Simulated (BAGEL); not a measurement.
# N2 (nitrogen): B3LYP/def2-TZVPPD (density fitting with qzvpp-jkfit)

What is the energy change on altering one bond length of N2 (nitrogen) at B3LYP/def2-TZVPPD (density fitting with qzvpp-jkfit)? 

Program for the calculation: BAGEL 1.2.2.

7 further runs of the same task are left out: 7 set aside as unsound or not needed.

## Step 1: The system as given

The species is N2 (2 atoms), meant as a singlet with charge 0. As SMILES, `N#N`. The shape is that of a PBE0-D4/def2-TZVP optimisation.

Bond lengths: N1–N2 1.090 Å.

## Step 2: The energy at B3LYP/def2-TZVPPD (density fitting with qzvpp-jkfit)

input.json

```json
{ "bagel": [

{
  "title": "molecule",
  "basis": "def2-tzvppd.json",
  "df_basis": "qzvpp-jkfit",
  "angstrom": true,
  "geometry": [
    { "atom": "N", "xyz": [    0.465500,   -0.150300,    0.239800 ] },
    { "atom": "N", "xyz": [   -0.465500,    0.150300,   -0.239800 ] }
  ]
},
{ "title": "ks", "xc_func": "b3lyp" },
{ "title": "print", "file": "orbitals.molden", "orbitals": true }

]}
```

The basis set def2-TZVPPD is read from a file made from the Basis Set Exchange's data (not shown).

Run with:

```sh
$ BAGEL_NUM_THREADS=1 BAGEL input.json > input.out
```

The log of the run:

```text
* using 1 threads per process

  ===============================================================
  ===============================================================

  *** Geometry ***

  { "atom" : "N", "xyz" : [      0.879668,     -0.284026,      0.453156 ] },
  { "atom" : "N", "xyz" : [     -0.879668,      0.284026,     -0.453156 ] },

  Number of auxiliary basis functions:      154

  Since a DF basis is specified, we compute 2- and 3-index integrals:
    o Being stored without compression. Storage requirement is 0.007 GB

  Number of basis functions:       74
  Number of electrons      :       14

    * METHOD: MOLECULE                             0.02

  *** Kohn-Sham DFT ***

    * Removing 2006 points whose weight is below 1.00e-10
    * Grid points: 27806

  === Nuclear Repulsion ===
    23.7983417694

       - DIIS with orbital gradients will be used.

  === KS iteration (b3lyp / def2-tzvppd.json) ===
      0        -96.06722412          0.20894607           0.03
      1        -97.86001089          0.14110466           0.03
      2       -106.49151202          0.12603815           0.03
      3       -109.25748769          0.03879691           0.03
      4       -109.56586213          0.00840098           0.03
      5       -109.57340834          0.00138300           0.03
      6       -109.57379080          0.00017388           0.03
      7       -109.57379610          0.00000564           0.03
      8       -109.57379611          0.00000041           0.03
      9       -109.57379611          0.00000001           0.03
     10       -109.57379611          0.00000000           0.03
    * SCF iteration converged.

    * Permanent dipole moment:
           (   -0.000000,     0.000000,    -0.000000) a.u.

    * METHOD: KS                                   0.36

    * METHOD: PRINT                                0.01

  ===============================================================
```

It took 0.56 s on 1 thread of AMD EPYC 9R45 (Zen 5), shared host; peak memory 0.12 GiB.

## Step 3: The distorted shape

job.json

```json
{ "bagel" : [

{
  "title" : "molecule",
  "basis" : "def2-tzvppd.json",
  "df_basis" : "qzvpp-jkfit",
  "angstrom" : "true",
  "geometry" : [
    { "atom" : "N", "xyz" : [       1.210296,      -0.390779,       0.623478 ] },
    { "atom" : "N", "xyz" : [      -0.465500,       0.150300,      -0.239800 ] }
  ]
},

{ "title" : "ks", "xc_func" : "b3lyp" },

{ "title" : "print", "file" : "orbitals.molden", "orbitals" : "true" }

]}
```

The basis set def2-TZVPPD is read from a file made from the Basis Set Exchange's data (not shown).

Run with:

```sh
$ BAGEL_NUM_THREADS=1 BAGEL job.json > job.out
```

The log of the run:

```text
* using 1 threads per process

  ===============================================================
  ===============================================================

  *** Geometry ***

  { "atom" : "N", "xyz" : [      2.287128,     -0.738465,      1.178203 ] },
  { "atom" : "N", "xyz" : [     -0.879668,      0.284026,     -0.453156 ] },

  Number of auxiliary basis functions:      154

  Since a DF basis is specified, we compute 2- and 3-index integrals:
    o Being stored without compression. Storage requirement is 0.007 GB

  Number of basis functions:       74
  Number of electrons      :       14

    * METHOD: MOLECULE                             0.02

  *** Kohn-Sham DFT ***

    * Removing 1218 points whose weight is below 1.00e-10
    * Grid points: 28594

  === Nuclear Repulsion ===
    13.2213318193

       - DIIS with orbital gradients will be used.

  === KS iteration (b3lyp / def2-tzvppd.json) ===
      0        -99.10188221          0.14937414           0.03
      1       -101.75459562          0.09341411           0.03
      2       -106.27483887          0.09475132           0.03
      3       -108.94101623          0.02223216           0.03
      4       -109.13806712          0.00580321           0.03
      5       -109.14410573          0.00159014           0.03
      6       -109.14462384          0.00002880           0.03
      7       -109.14462384          0.00004940           0.03
      8       -109.14462377          0.00005399           0.03
      9       -109.14462416          0.00000017           0.03
     10       -109.14462416          0.00000008           0.03
     11       -109.14462416          0.00000001           0.03
     12       -109.14462416          0.00000000           0.03
    * SCF iteration converged.

    * Permanent dipole moment:
           (   -0.000000,     0.000000,    -0.000000) a.u.

    * METHOD: KS                                   0.43

    * METHOD: PRINT                                0.01

  ===============================================================
```

Wall time 0.62 s (1 thread of AMD EPYC 9R45 (Zen 5), shared host); peak memory 0.13 GiB.

## Step 4: What came out

Level: B3LYP/def2-TZVPPD (density fitting with qzvpp-jkfit).

| quantity | value |
| --- | --- |
| first shape: total energy | -109.57380 Eh |
| first shape: dipole moment | 0.00 D |
| first shape: HOMO energy | -11.96 eV |
| first shape: LUMO energy | -0.85 eV |
| first shape: HOMO–LUMO gap | 11.12 eV |
| distorted shape: total energy | -109.14462 Eh |
| distorted shape: dipole moment | 0.00 D |
| distorted shape: HOMO energy | -9.04 eV |
| distorted shape: LUMO energy | -6.04 eV |
| distorted shape: HOMO–LUMO gap | 3.00 eV |
| energy change with the N1–N2 bond stretched from 1.090 to 1.961 Å | 11.678 eV |

What this shows: With the N1–N2 bond stretched from 1.090 to 1.961 Å the energy rises by 11.68 eV (1127 kJ/mol). The first shape isn't relaxed at this level, so the change isn't measured from a minimum. A restricted reference can't describe the breaking bond well at this length.
